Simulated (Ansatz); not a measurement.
Geometry optimisation, RKS BHLYP/def2-mTZVP (Ansatz).

Input:

```yaml
crystal:
  periodic: [false, false, false]
  atoms:
    - { symbol: Si, position_ang: [0.128565, 0.027649, 0.074434] }
    - { symbol: H, position_ang: [0.287474, -0.07477, 1.508997] }
    - { symbol: H, position_ang: [1.571666, 0.124656, 0.093442] }
    - { symbol: C, position_ang: [-0.801304, 1.516093, -0.562816] }
    - { symbol: H, position_ang: [-1.866613, 1.323061, -0.548072] }
    - { symbol: H, position_ang: [-0.609214, 2.399864, 0.031355] }
    - { symbol: H, position_ang: [-0.522073, 1.733493, -1.586873] }
    - { symbol: H, position_ang: [-0.341102, -1.230146, -0.531568] }
basis:
  gaussian: { orbitals: def2-mTZVP }
hamiltonian:
  xc: { name: BHLYP }
relax:
  f_tol: 0.03
  max_steps: 50
```

Command:

```bash
$ ansatz run input.yaml --threads 1 --pin off --max-ram 2048MiB --backend cpu --events-out ev --progress --plain --runs-dir out
```

Q: Where does it end, and by what steps?

A: It converged. The force dipped under the threshold on the way, but the program's further checks kept it going. After 7 steps the energy has fallen by 0.437 eV; H2 moved furthest, 0.35 Å.

```csv
step,energy less start (eV),largest force component (eV/Å),accepted
0,0.0000,1.343,yes
1,-0.3960,0.349,yes
2,-0.3429,0.821,no
3,-0.4327,0.099,yes
4,-0.4367,0.019,yes
5,-0.4372,0.063,yes
6,-0.4365,0.181,no
7,-0.4374,0.003,yes
```

```xyz
8
Properties=species:S:1:pos:R:3
Si 0.186 0.033 0.125
H -0.055 -0.134 1.571
H 1.634 0.222 -0.082
C -0.774 1.497 -0.540
H -1.841 1.365 -0.397
H -0.486 2.415 -0.040
H -0.598 1.632 -1.602
H -0.219 -1.210 -0.556
```

Run time: 18 s on 1 thread of Intel(R) Xeon(R) Platinum 8175M CPU @ 2.50GHz (Skylake/Cascade Lake), on a shared host, peak memory 0.13 GiB.
